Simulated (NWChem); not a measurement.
## Basis-set dependence for propyne (C₃H₄)

```xyz
7

C      1.2234    -0.1960     0.0000
C     -0.2116     0.0353     0.0000
C     -1.4074     0.2252     0.0000
H      1.4491    -1.2737     0.0000
H      1.6966     0.2476     0.8898
H      1.6966     0.2476    -0.8898
H     -2.4686     0.3908     0.0000
```
Charge 0, spin multiplicity 1.

Everything below was run with NWChem. All single points use one geometry, from PBE0/def2-SVP, a minimum by its harmonic frequencies.

Hartree-Fock energies in Ha, correlation energies in mHa.

The correlated methods keep 3 core orbitals frozen. Coupled-cluster values serve here as a point of comparison, not as the truth.

| basis | functions | RHF | MP2 | SCS-MP2 | CCSD | CCSD+T(CCSD) | CCSD(T) | CR-CCSD[T] | CR-CCSD(T) | RI-MP2 |
|---|---|---|---|---|---|---|---|---|---|---|
| 3-21G | 35 | -115.22319 | -272.2 | -273.0 | -297.6 | -307.4 | -306.8 | -305.1 | -304.6 | not run |
| cc-pVDZ | 62 | -115.87345 | -397.8 | -395.0 | -427.0 | -443.6 | -443.0 | -439.7 | -439.2 | -397.8 |
| cc-pVTZ | 146 | -115.90658 | -483.1 | -483.5 | not run | not run | not run | not run | not run | -483.0 |

From cc-pVDZ to cc-pVTZ the Hartree-Fock energy moves by -33.1 mHa and the MP2 correlation energy by -85.3 mHa, which is 18 % of its value in the larger set.
